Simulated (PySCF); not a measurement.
Gas-phase reaction: AlH2Cl + 4 AlCl2 ⇌ 2 AlH + 3 AlCl3

Energies from PySCF, thermal terms from the rigid-rotor harmonic-oscillator model, ideal gas at 1 bar. † marks an energy on the PBE0/def2-TZVP geometry and frequencies; other levels use their own. MP2 freezes the core. 6-31G* has spherical d functions here. Open shells (unrestricted): AlCl2 (multiplicity 2); the rest are closed-shell singlets. B3LYP is the form with VWN-RPA correlation. AlH2Cl: computed as isolated molecules; such fragments, hydroxides, amides, oligomers or adducts are transient or little studied in the gas. MP2 isn't extrapolated to the basis-set limit; its ΔH°(298 K) is -234.8 kJ in def2-SVP and -222.4 kJ in def2-TZVPP. The harmonic model lacks anharmonicity and excited electronic states, which grow with temperature; levels with a mode under 35 cm⁻¹ are left out.

```
level               ΔE electronic, kJ  ΔH°(298 K), kJ  ΔS°(298 K), J/K  ΔG°(800 K), kJ
------------------  -----------------  --------------  ---------------  --------------
B3LYP/6-31G*                     -197            -202              -98            -127
MP2/def2-SVP†                    -230            -235              -96            -162
PBE/def2-TZVP†                   -173            -177              -96            -104
PBE0/def2-QZVP†                  -179            -183              -96            -110
PBE0/def2-TZVP                   -182            -186              -96            -113
ωB97X-V/def2-TZVP†               -243            -247              -96            -174
```
ΔH° is lowest at ωB97X-V/def2-TZVP† and highest at PBE/def2-TZVP†. No reference value is set beside these.
